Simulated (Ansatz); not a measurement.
For bcc Fe, revPBE (plane waves, PAW; Ansatz, a quantum-chemistry and plane-wave program) gives:

* **equilibrium lattice constant a**: 2.852 Å
* **bulk modulus**: 173 GPa
* **cohesive energy**: 4.39 eV/atom
* **magnetic moment**: 2.21 μB

Problem. What does r²SCAN (PAW; Ansatz) give for the same quantities?

Solution. 
- lattice constant a: 2.866 Å (increases by 0.5 %)
- bulk modulus: 170 GPa (decreases by 1.7 %)
- cohesive energy: 4.66 eV/atom (increases by 0.27 eV/atom)
- magnetic moment: 2.65 μB (increases by 0.44 μB)

For comparison: lattice constant a 2.853 Å (measured, static lattice: zero-point anharmonic expansion removed; as tabulated in Mejia-Rodriguez and Trickey (2018), arXiv:1807.09216); bulk modulus 174 GPa (measured, corrected for temperature and zero-point phonon effects, sources range from 170 to 175; as tabulated in Levämäki et al. (2014), arXiv:1402.3671); cohesive energy 4.32 eV/atom (measured, finite-temperature (and zero-point) corrections as in the cited sets; as tabulated in Jana et al. (2018), arXiv:1807.00350).

Changes are worked out from the printed values.

Unless a cell is named, each level is at its own relaxed cell (revPBE 11.60, r²SCAN 11.77 Å³/atom).

Spin-polarised runs: revPBE (parallel moments), r²SCAN (parallel moments).

Ansatz's density-functional and Hartree–Fock values are scalar-relativistic unless marked +SOC, with PAW data made under PBE.
